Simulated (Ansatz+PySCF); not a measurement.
The numbers below are computed, except where a source is named.
## PySCF 2.14.0 run

```python
from pyscf import gto, scf, cc

mol = gto.M(atom="""
C 0.000000 0.000000 0.000000
Mg 0.940470 1.253960 2.714900
""", basis='sto-3g', charge=1, spin=3)
mf = scf.UHF(mol)
mf.kernel()
mycc = cc.CCSD(mf, frozen=2).run()
et = mycc.ccsd_t()
print(mf.e_tot, mycc.e_corr, et, mycc.e_tot + et)
```

The script is written out from the run's settings.

Results

| Quantity | Value |
| --- | --- |
| Converged | yes |
| Reference energy | -234.16520 hartree |
| CCSD correlation energy | -0.03722 hartree |
| Triples correction | -0.00062 hartree |
| Total energy | -234.20304 hartree |
| Spin squared of the determinant | 3.759 |

This is not the lowest solution: another run reaches a determinant 0.15 eV lower. Caution: another reference gives a lower total.
